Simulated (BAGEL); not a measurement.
**Si2H6 (SMILES [SiH3][SiH3]): PBE0/aug-cc-pVDZ (density fitting with qzvpp-jkfit)**

What is the energy change on altering one bond length of Si2H6 at PBE0/aug-cc-pVDZ (density fitting with qzvpp-jkfit)? 

Program for the calculation: BAGEL 1.2.2.

6 further runs of the same task are left out: 6 set aside as unsound or not needed.

## (1) The molecule

Si2H6: 8 atoms, total charge 0, spin state singlet. SMILES: `[SiH3][SiH3]`. The shape is that of a PBE0-D4/def2-TZVP optimisation.

Bond lengths: Si1–Si2 2.338 Å, Si1–H3 1.488 Å, Si1–H4 1.488 Å, Si1–H5 1.488 Å, Si2–H6 1.488 Å, Si2–H7 1.488 Å, Si2–H8 1.488 Å. Some angles: Si1–Si2–H6 110.3°, Si1–Si2–H7 110.3°, Si1–Si2–H8 110.3°, Si2–Si1–H3 110.3°, Si2–Si1–H4 110.3°, Si2–Si1–H5 110.3°, H6–Si2–H7 108.7°, H6–Si2–H8 108.7°, H7–Si2–H8 108.7°, H3–Si1–H4 108.7°.

## (2) A single-point energy at PBE0/aug-cc-pVDZ (density fitting with qzvpp-jkfit)

input.json reads:

```json
{ "bagel" : [

{
  "title" : "molecule",
  "basis" : "aug-cc-pvdz.json",
  "df_basis" : "qzvpp-jkfit",
  "angstrom" : true,
  "geometry" : [
    { "atom" : "Si", "xyz" : [      -0.340500,       0.490200,      -1.004900 ] },
    { "atom" : "Si", "xyz" : [       0.363500,      -0.504400,       0.991000 ] },
    { "atom" : "H", "xyz" : [       0.833900,       0.948200,      -1.794900 ] },
    { "atom" : "H", "xyz" : [      -1.112900,      -0.483900,      -1.821900 ] },
    { "atom" : "H", "xyz" : [      -1.208000,       1.664100,      -0.717900 ] },
    { "atom" : "H", "xyz" : [       1.139000,       0.468600,       1.806300 ] },
    { "atom" : "H", "xyz" : [       1.228100,      -1.680500,       0.704000 ] },
    { "atom" : "H", "xyz" : [      -0.811000,      -0.959200,       1.782600 ] }
  ]
},

{ "title" : "ks", "xc_func" : "pbe0" },

{ "title" : "print", "file" : "orbitals.molden", "orbitals" : true }

]}
```

The basis set aug-cc-pVDZ is read from a file made from the Basis Set Exchange's data (not shown).

Run with:

```bash
$ BAGEL_NUM_THREADS=1 BAGEL input.json > input.out
```

The log of the run:

```text
* using 1 threads per process

  ===============================================================
  ===============================================================

  *** Geometry ***

  { "atom" : "Si", "xyz" : [     -0.643452,      0.926344,     -1.898986 ] },
  { "atom" : "Si", "xyz" : [      0.686915,     -0.953178,      1.872719 ] },
  { "atom" : "H", "xyz" : [      1.575843,      1.791838,     -3.391869 ] },
  { "atom" : "H", "xyz" : [     -2.103076,     -0.914438,     -3.442892 ] },
  { "atom" : "H", "xyz" : [     -2.282789,      3.144693,     -1.356634 ] },
  { "atom" : "H", "xyz" : [      2.152398,      0.885526,      3.413412 ] },
  { "atom" : "H", "xyz" : [      2.320773,     -3.175685,      1.330367 ] },
  { "atom" : "H", "xyz" : [     -1.532568,     -1.812625,      3.368626 ] },

  Number of auxiliary basis functions:      364

  Since a DF basis is specified, we compute 2- and 3-index integrals:
    o Being stored without compression. Storage requirement is 0.034 GB

  Number of basis functions:      108
  Number of electrons      :       34

    * METHOD: MOLECULE                             0.15

  *** Kohn-Sham DFT ***

    * Removing 11797 points whose weight is below 1.00e-10
    * Grid points: 107451

  === Nuclear Repulsion ===
    90.7730811600

       - DIIS with orbital gradients will be used.

  === KS iteration (pbe0 / aug-cc-pvdz.json) ===
      0       -569.47156516          0.04716516           0.41
      1       -576.65378070          0.08995575           0.40
      2       -578.26256912          0.06469045           0.40
      3       -582.15633195          0.01877741           0.43
      4       -582.31370980          0.00179251           0.43
      5       -582.31558630          0.00058553           0.42
      6       -582.31580701          0.00011792           0.42
      7       -582.31581386          0.00001515           0.42
      8       -582.31581398          0.00000214           0.42
      9       -582.31581399          0.00000049           0.43
     10       -582.31581399          0.00000002           0.43
     11       -582.31581399          0.00000000           0.43
    * SCF iteration converged.

    * Permanent dipole moment:
           (    0.000040,    -0.000043,    -0.000047) a.u.

    * METHOD: KS                                   5.56

    * METHOD: PRINT                                0.02

  ===============================================================
```

It took 6 s on 1 thread of Arm Neoverse V2, shared host; peak memory 0.52 GiB.

## (3) The distorted shape, same level

dft.json reads:

```json
{ "bagel" : [

{
  "title" : "molecule",
  "basis" : "aug-cc-pvdz.json",
  "df_basis" : "qzvpp-jkfit",
  "angstrom" : "true",
  "geometry" : [
    { "atom" : "Si", "xyz" : [   -0.080242,    0.138019,   -1.091003 ] },
    { "atom" : "Si", "xyz" : [    0.623758,   -0.856581,    0.904897 ] },
    { "atom" : "H", "xyz" : [    1.094158,    0.596019,   -1.881003 ] },
    { "atom" : "H", "xyz" : [   -0.852642,   -0.836081,   -1.908003 ] },
    { "atom" : "H", "xyz" : [   -1.208000,    1.664100,   -0.717900 ] },
    { "atom" : "H", "xyz" : [    1.399258,    0.116419,    1.720197 ] },
    { "atom" : "H", "xyz" : [    1.488358,   -2.032681,    0.617897 ] },
    { "atom" : "H", "xyz" : [   -0.550742,   -1.311381,    1.696497 ] }
  ]
},
{ "title" : "ks", "xc_func" : "pbe0" },
{ "title" : "print", "file" : "orbitals.molden", "orbitals" : "true" }

]}
```

The basis set aug-cc-pVDZ is read from a file made from the Basis Set Exchange's data (not shown).

Run with:

```bash
$ BAGEL_NUM_THREADS=1 BAGEL dft.json > dft.out
```

The log of the run:

```text
* using 1 threads per process

  ===============================================================
  ===============================================================

  *** Geometry ***

  { "atom" : "Si", "xyz" : [     -0.151635,      0.260818,     -2.061697 ] },
  { "atom" : "Si", "xyz" : [      1.178732,     -1.618703,      1.710008 ] },
  { "atom" : "H", "xyz" : [      2.067659,      1.126313,     -3.554581 ] },
  { "atom" : "H", "xyz" : [     -1.611260,     -1.579964,     -3.605603 ] },
  { "atom" : "H", "xyz" : [     -2.282789,      3.144693,     -1.356634 ] },
  { "atom" : "H", "xyz" : [      2.644214,      0.220000,      3.250701 ] },
  { "atom" : "H", "xyz" : [      2.812589,     -3.841210,      1.167656 ] },
  { "atom" : "H", "xyz" : [     -1.040752,     -2.478151,      3.205915 ] },

  Number of auxiliary basis functions:      364

  Since a DF basis is specified, we compute 2- and 3-index integrals:
    o Being stored without compression. Storage requirement is 0.034 GB

  Number of basis functions:      108
  Number of electrons      :       34

    * METHOD: MOLECULE                             0.16

  *** Kohn-Sham DFT ***

    * Removing 11459 points whose weight is below 1.00e-10
    * Grid points: 107789

  === Nuclear Repulsion ===
    89.3137342268

       - DIIS with orbital gradients will be used.

  === KS iteration (pbe0 / aug-cc-pvdz.json) ===
      0       -569.49475649          0.04652395           0.43
      1       -571.62767671          0.08989229           0.43
      2       -571.69921997          0.08275170           0.42
      3       -576.58503148          0.07914613           0.42
      4       -582.20565649          0.00962183           0.42
      5       -582.27020132          0.00441992           0.43
      6       -582.28051393          0.00116582           0.42
      7       -582.28130449          0.00042721           0.41
      8       -582.28142815          0.00007781           0.41
      9       -582.28143294          0.00001198           0.42
     10       -582.28143307          0.00000219           0.42
     11       -582.28143308          0.00000061           0.42
     12       -582.28143308          0.00000016           0.42
     13       -582.28143308          0.00000005           0.42
     14       -582.28143308          0.00000001           0.42
     15       -582.28143308          0.00000000           0.42
    * SCF iteration converged.

    * Permanent dipole moment:
           (   -0.158291,     0.215081,     0.007355) a.u.

    * METHOD: KS                                   7.30

    * METHOD: PRINT                                0.02

  ===============================================================
```

It took 7.8 s on 1 thread of Arm Neoverse V2, shared host; peak memory 0.52 GiB.

## (4) Summary of results

Level: PBE0/aug-cc-pVDZ (density fitting with qzvpp-jkfit).

| quantity | value |
| --- | --- |
| first shape: total energy | -582.31581 Eh |
| first shape: dipole moment | 0.00 D |
| first shape: HOMO energy | -8.39 eV |
| first shape: LUMO energy | -0.10 eV |
| first shape: HOMO–LUMO gap | 8.28 eV |
| distorted shape: total energy | -582.28143 Eh |
| distorted shape: dipole moment | 0.68 D |
| distorted shape: HOMO energy | -8.31 eV |
| distorted shape: LUMO energy | -0.91 eV |
| distorted shape: HOMO–LUMO gap | 7.40 eV |
| energy change with the Si1–H5 bond stretched from 1.488 to 1.934 Å | 0.936 eV |

What this shows: With the Si1–H5 bond stretched from 1.488 to 1.934 Å the energy rises by 0.94 eV (21.6 kcal/mol). The first shape isn't relaxed at this level, so the change isn't measured from a minimum.
